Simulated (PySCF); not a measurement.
B3LYP has the VWN-RPA correlation part, as in Gaussian. Excitations are Tamm–Dancoff values on a coarser integration grid. The basis has no diffuse functions, so Rydberg states are missing or too high.

Cartesian coordinates (Å):
SMILES: CN(C)C
```xyz
13

C     -0.8660    -1.0453     0.2926
N      0.0031    -0.1398    -0.4265
C     -0.5057     1.2143    -0.4451
C      1.3726    -0.2075     0.0346
H     -1.8793    -1.0236    -0.1394
H     -0.9578    -0.8005     1.3780
H     -0.4875    -2.0772     0.2161
H      0.1394     1.8546    -1.0677
H     -1.5193     1.2339    -0.8763
H     -0.5624     1.6784     0.5687
H      2.0160     0.4341    -0.5884
H      1.4980     0.1188     1.0949
H      1.7490    -1.2401    -0.0416
```
Charge 0, multiplicity 1.

**Question.** What is the computed HOMO–LUMO gap, S1 excitation (TDA) and S1–T1 gap (TDA) (B3LYP-D3(BJ)/def2-TZVP // B3LYP-D3(BJ)/def2-SVP (PySCF))?

**Answer.** 
```json
{
 "HOMO–LUMO gap": "6.70 eV",
 "S1 excitation (TDA)": "5.74 eV",
 "S1–T1 gap (TDA)": "0.19 eV"
}
```
